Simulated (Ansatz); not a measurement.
Start from `NBS` and change one atom or group to get `CBN`.

Ansatz, PBE0-D4/def2-TZVP geometries, multiplicity 1. Each molecule was computed in one conformer, which needn't be the lowest.

| property | `NBS` |
| --- | --- |
| HOMO energy (B3LYP/def2-TZVPP) / eV | -6.93 |
| HOMO energy (PBE0/def2-TZVPP) / eV | -7.18 |
| HOMO–LUMO gap (PBE0/def2-TZVPP) / eV | 7.67 |
| LUMO energy (ωB97M-V/def2-TZVPP) / eV | 2.06 |
| LUMO energy (B3LYP/def2-TZVPP) / eV | 0.20 |
| zero-point energy (PBE0-D4/def2-TZVP) / kJ/mol | 131.0 |

Task: What does the change do to each property? (Best estimate.)

Result: Computed: 
```
                                      property  `CBN`  shift
           HOMO energy (B3LYP/def2-TZVPP) / eV  -8.08  -1.15
            HOMO energy (PBE0/def2-TZVPP) / eV  -8.32  -1.14
          HOMO–LUMO gap (PBE0/def2-TZVPP) / eV   9.14   1.47
         LUMO energy (ωB97M-V/def2-TZVPP) / eV   2.29   0.23
           LUMO energy (B3LYP/def2-TZVPP) / eV   0.57   0.37
zero-point energy (PBE0-D4/def2-TZVP) / kJ/mol  201.4   70.4
```

With PBE0 the HOMO falls by 1.14 eV and the LUMO rises by 0.33 eV, so the gap widens by about 1.47 eV. PBE moves the HOMO by -0.99 eV and ωB97M-V by -1.36 eV. The zero-point energy changes by 70.4 kJ/mol with +6 modes.

B3LYP here is the variant with VWN-RPA as its local correlation; programs differ in this.
